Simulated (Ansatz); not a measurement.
Grey tin (α-Sn), treated with LDA (Ansatz, a program for electronic structure, plane waves, PAW).

Numerical settings: plane-wave cutoff 520 eV, 20×20×20 k mesh, Fermi–Dirac smearing 0.05 eV, scalar-relativistic PAW data made under PBE.

Cell (relaxed at this level):

```cif
data_Sn2
_chemical_formula_sum 'Sn2'
_space_group_name_H-M_alt 'P 1'
_space_group_IT_number 1
_cell_length_a 4.57656
_cell_length_b 4.57656
_cell_length_c 4.57656
_cell_angle_alpha 60.000
_cell_angle_beta 60.000
_cell_angle_gamma 60.000
loop_
_space_group_symop_operation_xyz
  'x, y, z'
loop_
_atom_site_label
_atom_site_type_symbol
_atom_site_fract_x
_atom_site_fract_y
_atom_site_fract_z
_atom_site_occupancy
Sn1 Sn 0.50000 0.50000 0.50000 1
Sn2 Sn 0.75000 0.75000 0.75000 1
```

Task: Estimate the elastic constant C11, elastic constant C12 and elastic constant C44 that the calculation returns.

Result: 
* **elastic constant C11**: 66.9 GPa
* **elastic constant C12**: 34.1 GPa
* **elastic constant C44**: 29.8 GPa

Measured, for comparison: elastic constant C11 69 GPa, elastic constant C12 29.3 GPa, elastic constant C44 36.2 GPa (low temperature, zero-point motion not removed; as tabulated in Tanner et al. (2021), arXiv:2110.11888). Computed (rounded) less measured: elastic constant C11 -3 %, elastic constant C12 +16 %, elastic constant C44 -18 %.

Note: the solid has no gap at this level, which affects its response.

Elastic constants are with the ions relaxed.

Spin–orbit coupling is not included.

Static lattice: no zero-point or thermal effects.

It cost very roughly 20 core-minutes of CPU time.
